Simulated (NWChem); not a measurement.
An input for CF4 (tetrafluoromethane)

CF4: 5 atoms, total charge 0, spin state singlet. As SMILES, `FC(F)(F)F`. Geometry: relaxed at PBE0-D4/def2-TZVP.

```xyz
5

F    -0.8501    0.0253    0.9895
C     0.0100   -0.0147   -0.0083
F     1.1575   -0.5013    0.4201
F    -0.4640   -0.7860   -0.9662
F     0.1966    1.2030   -0.4767
```

Settings wanted:

| Setting | Value |
| --- | --- |
| task | energy |
| method | DFT |
| functional | CAM-B3LYP |
| dispersion | none |
| basis set | LANL2DZ |
| integral approximation | none |
| reference | RKS |
| relativity | none |
| integration grid | fine |
| SCF convergence threshold | 1e-08 |
| iteration cap | 100 |
| module | dft |

Give an NWChem 7.3.0 job that does this.

This one ran through:

cf4.nw:
```
start cf4
memory total 2200 mb

geometry units angstroms noautosym nocenter noautoz
F    -0.850100    0.025300    0.989500
C     0.010000   -0.014700   -0.008300
F     1.157500   -0.501300    0.420100
F    -0.464000   -0.786000   -0.966200
F     0.196600    1.203000   -0.476700
end

basis spherical bse
* library LANL2DZ
end

dft
xc xcamb88 1.00 lyp 0.81 vwn_5 0.19 hfexch 1.00
cam 0.33 cam_alpha 0.19 cam_beta 0.46
grid fine
convergence energy 1e-08
direct
iterations 100
mulliken
print low
end

task dft
```

```bash
$ nwchem cf4.nw > cf4.out
```

Calculated total energy: -437.36246 Eh.
